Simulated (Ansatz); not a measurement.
Input file:

```yaml
crystal:
  periodic: [false, false, false]
  atoms:
    - {symbol: S, position_ang: [0.000000, 0.000000, 0.000000]}
    - {symbol: Li, position_ang: [0.000000, 0.000000, 2.442700]}
basis:
  gaussian: {orbitals: 6-31G}
total_charge: 1
magnetization: {spin_polarized: false, initial_magnetization: 2}
hamiltonian: {xc: {name: B3LYP}}
correlation: {method: ccsdt_q_b, electrons: outside_noble_gas}
scf: {lower_state_search: off}
output: {forces: true}
```

```sh
$ ansatz run in.yaml --threads 1 --pin off --events-out ev --progress --plain --max-ram 2393MiB
```

The program prints:

```
these checks for a lower state are left out or cut short: starts, cluster_reference, orbital_swaps, neighbouring_geometries, increment
423 factors; integrals over basis functions are off by at most 1.3e-7 eV
mean field evaluation 1: about -11030.2249 eV, gradient 1.7e1 eV
mean field evaluation 2: about -11030.2414 eV, gradient 1.7e1 eV
mean field evaluation 4: about -11031.7586 eV, gradient 2.7e-1 eV
mean field evaluation 8: about -11031.7607 eV, gradient 2.0e-2 eV
mean field evaluation 16: about -11031.7607 eV, gradient 9.3e-7 eV
mean field -11031.76067995 eV, -405.4097273923 hartree, gradient 9.3e-7 eV, S^2 2.000000; 0 other end points of the search recorded, 0 dependent functions left out
6 core orbitals not correlated: weight in the atoms' cores, before any rotation towards them, 1.000 or more for the frozen orbitals, at most 0.000 for the correlated occupied ones
reference -11013.07717341 eV, -404.7231211909 hartree; 4, 2 occupied and 12, 14 virtual orbitals, 423 factors
second order -0.53140532 eV of doubles, -0.03900773 eV of singles
cycle   1  -0.68404033 eV  change   -1.1e-1 eV  update   3.0e-2
cycle   2  -0.73790601 eV  change   -5.4e-2 eV  update   1.1e-2
cycle   3  -0.74417123 eV  change   -6.3e-3 eV  update   4.3e-3
cycle   4  -0.74569339 eV  change   -1.5e-3 eV  update   2.2e-3
cycle   5  -0.74583011 eV  change   -1.4e-4 eV  update   1.0e-3
cycle   6  -0.74586715 eV  change   -3.7e-5 eV  update   5.8e-4
cycle   7  -0.74601343 eV  change   -1.5e-4 eV  update   2.5e-4
cycle   8  -0.74605860 eV  change   -4.5e-5 eV  update   1.1e-4
cycle   9  -0.74604483 eV  change    1.4e-5 eV  update   4.0e-5
cycle  10  -0.74603665 eV  change    8.2e-6 eV  update   1.6e-5
cycle  11  -0.74603660 eV  change    4.7e-8 eV  update   5.9e-6
cycle  12  -0.74603627 eV  change    3.3e-7 eV  update   2.3e-6
cycle  13  -0.74603656 eV  change   -2.8e-7 eV  update   5.9e-7
cycle  14  -0.74603661 eV  change   -4.9e-8 eV  update   2.2e-7
perturbative correction 0.00037280 eV, 0.0000137001 hartree
the calculation of the forces begins
Total energy: -11013.82283722 eV, -404.7505238305 hartree
Atom 0 at     0.000000     0.000000     0.000000 Å, force    -0.000000     0.000000    -0.603532 eV/Å
Atom 1 at     0.000000     0.000000     2.442700 Å, force     0.000000    -0.000000     0.603532 eV/Å
Dipole moment:     0.000000    -0.000000     1.765948 e Å
Checks for a lower state left out: starts, cluster_reference, orbital_swaps, neighbouring_geometries, increment
```

Forces (eV/Å):
```
S    0.000  0.000 -0.604
Li   0.000  0.000  0.604
```

Ran on 1 thread of AMD EPYC, shared host: 15 s wall, 0.14 GiB peak host memory.
